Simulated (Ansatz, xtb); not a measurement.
## Two structures of H2NPSi

Structure X is `[Si]=NP`, a singlet and structure Y is a singlet given by its coordinates. Both are isolated molecules in the gas phase, relaxed with B3LYP-D3(BJ)/def2-SVP; the shapes shown needn't be the lowest conformers.

X (Å):

| atom | x (Å) | y (Å) | z (Å) |
| --- | --- | --- | --- |
| N | -1.1028 | 0.1307 | -0.3382 |
| P | -0.1951 | 1.0719 | -1.4203 |
| Si | -2.0724 | -0.7831 | 0.5061 |
| H | 1.1248 | 0.5936 | -1.1152 |
| H | -0.0150 | 2.2553 | -0.6259 |

Y (Å):

```xyz
5

N     0.1052   -0.0247    0.6436
P    -0.4974   -0.5942   -0.9543
Si    0.8656   -1.5311    0.7049
H    -0.0746    0.8527    1.1223
H     0.5642   -0.0796   -1.7909
```

Close contacts (Å): N1–P2 1.80, N1–Si3 1.69, P2–Si3 2.34, N1–H4 1.02, P2–H5 1.45.

Energies in hartree; the thermal terms are from B3LYP-D3(BJ)/def2-SVP harmonic frequencies (ideal gas, rigid rotor, one conformer each, 298.15 K, 1 atm) and include the zero-point energy:

|  | X | Y |
| --- | --- | --- |
| E, CCSD(T)/def2-TZVPP | −685.812559 | −685.804106 |
| zero-point energy | 0.022547 | 0.024794 |
| H(298 K) − E | 0.027732 | 0.029536 |
| G(298 K) − E | −0.004071 | −0.001598 |

Work out ΔE, ΔE₀, ΔH and ΔG for X → Y in kcal/mol (1 Eh = 627.51 kcal/mol) and the equilibrium ratio [Y]/[X].

1. ΔE = −685.804106 − (−685.812559) = +0.008453 Eh = +5.30 kcal/mol.
2. ΔE₀ = ΔE + ΔZPE = +0.008453 + (+0.002247) Eh = +6.71 kcal/mol.
3. ΔH = ΔE + (+0.001804) Eh = +6.44 kcal/mol.
4. ΔG = ΔE + (+0.002473) Eh = +6.86 kcal/mol, so ΔS = (ΔH − ΔG)/T = −5.9 J/(mol K).
5. kT = 0.9442 mEh, so K = [Y]/[X] = exp(−ΔG/kT) = exp(−11.57) ≈ 9.4 × 10^−6.

Structure X is favoured at this temperature. An error of 1 kcal/mol in ΔG would change K by a factor of 5.4. HF/STO-3G found them nearly level. Large T1 diagnostics make the coupled-cluster value less sure. Mirror images and further conformers aren't counted.

Other levels gave ΔE = +7.1 (GFN2-xTB); −0.4 (HF/STO-3G, GFN2-xTB geometries); +3.0 (r2SCAN-D4/def2-SVP, GFN2-xTB geometries); +5.2 (B3LYP-D3(BJ)/def2-SVP); +8.5 (HF/def2-TZVPP); +6.7 (MP2/def2-TZVPP) kcal/mol. The correlated steps freeze 11 core orbitals. Programs: Ansatz 0.2.0, xtb 6.7.1.
